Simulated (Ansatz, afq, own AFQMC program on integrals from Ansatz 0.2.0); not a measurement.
Integrals from Ansatz 0.2.0, then the random walk in our own AFQMC program (afq).

```yaml
crystal:
  periodic: [false, false, false]
  atoms:
    - {symbol: N, position_ang: [0.000000, 0.000000, 0.000000]}
    - {symbol: H, position_ang: [0.000000, 0.000000, 1.147000]}
basis:
  gaussian: {orbitals: "6-31++G**"}
total_charge: -1
magnetization: {spin_polarized: true, initial_magnetization: 1}
correlation: {method: ccsd_t, electrons: outside_noble_gas, hamiltonian_folder: ham}
```

```sh
$ ansatz run in.yaml --threads 1 --pin off --events-out ev --progress --plain --max-ram 16896MiB --backend cuda --devices 0, --max-vram 18GiB
```

Options of the walk:

```
--method phaseless --trial cid --walkers 40 --populations 1 --least-time 40 --time-step 0.05 --steps-per-block 10 --equilibration-blocks 400 --max-blocks 1600 --target-error 0.00064 --factor-cut 1e-05 --start spin_pure --seed 3285 --taylor-order 2
```

Times are imaginary, in 1/Eh. The walk had a cap of 60 s.

```
orbitals 24  electrons 4 3  factors 156 of 241
reference energy -54.90144946 Eh
CCSD correlation -0.17429960 Eh in 12 cycles, weight of the determinant in the CISD state 0.9169
energy of the start -55.077876 Eh
 block  time / (1/Eh)  mean weight  energy / Eh
     1     0.500  1.0177  -55.077836
     2     1.000  0.9871  -55.078813
     3     1.500  1.0293  -55.079184
     4     2.000  1.0242  -55.078660
     5     2.500  1.0157  -55.086619
     8     4.000  1.0240  -55.078004
    13     6.500  0.9989  -55.078946
    49    24.500  0.9621  -55.088314
    73    36.500  0.9696  -55.145057
    85    42.500  1.0133  -55.089493
   121    60.500  1.0036  -55.080681
   157    78.500  1.0070  -55.080211
   193    96.500  0.9684  -55.079422
   229   114.500  1.0235  -55.078545
   265   132.500  1.0040  -55.080357
   301   150.500  1.0056  -55.077836
   337   168.500  1.0110  -55.081809
   373   186.500  0.9913  -55.090268
   409   204.500  0.9929  -55.082874
   445   222.500  0.9921  -55.083308
   457   228.500  0.9771  -55.077759
   469   234.500  1.0057  -55.084506
blocks merged  error / Eh  count
     1  0.000521  80
     2  0.000512  40
     4  0.000524  20
     8  0.000668  10
energy -55.082748 +/- 0.000524 Eh
(rows thinned)
```

The run passed its tests (sampling time, drift between the halves within three errors, error under three times the target), which doesn't prove that it has relaxed.

Against this walk (error 14.3 meV) on the same determinant: CCSD(T) 58.4 meV higher, CCSDT(Q) 24.2 meV higher (within the noise), CCSDTQ 25.8 meV higher (within the noise), full CI 25.2 meV higher (within the noise), a separate phaseless walk with a CISD trial and standard settings 41.0 ± 14.8 meV higher. The error is statistical and leaves out the bias of the constraint.

A setting was made bad on purpose (series of the exponential too short), so the walk's energy isn't to be trusted. Here it did no visible harm: the energy meets the surest value within the noise.

Cautions: constraint bias not in the error; an unrestricted solution with more broken spin lies lower (236 meV, ⟨S²⟩ 1.77); the time-step error isn't removed.

CCSDT and higher add their correlation energy to the determinant of the CCSD(T) run, since their own runs factorise the integrals more tightly (a shift of under 2 meV). A walk keeps the symmetry of its determinant, which the program's search chose and which needn't be the lowest solution, so a lower state of the same spin and another symmetry isn't excluded.
